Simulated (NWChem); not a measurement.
N2H cation; SMILES N#[NH+]

```xyz
3

N      0.0000     0.0000     0.6578
N      0.0000     0.0000    -0.4350
H      0.0000     0.0000    -1.4794
```
Atoms are numbered in this order, from 1.

Computed with NWChem. All runs use the structure optimised with PBE0/def2-SVP. Vzz is the largest principal value of the second derivative of the potential at the nucleus (NWChem prints the opposite sign); η is the asymmetry. Non-relativistic.

```json
[
 {"level": "CAM-B3LYP/def2-SVP", "Vzz N1 (a.u.)": "-1.116", "η N1": "0.00", "Vzz N2 (a.u.)": "-0.127", "η N2": "0.00"},
 {"level": "CAM-B3LYP/def2-TZVP", "Vzz N1 (a.u.)": "-1.338", "η N1": "0.00", "Vzz N2 (a.u.)": "-0.334", "η N2": "0.00"},
 {"level": "PBE0/def2-SVP", "Vzz N1 (a.u.)": "-1.078", "η N1": "0.00", "Vzz N2 (a.u.)": "-0.101", "η N2": "0.00"},
 {"level": "PBE0/def2-TZVP", "Vzz N1 (a.u.)": "-1.285", "η N1": "0.00", "Vzz N2 (a.u.)": "-0.307", "η N2": "0.00"}
]
```
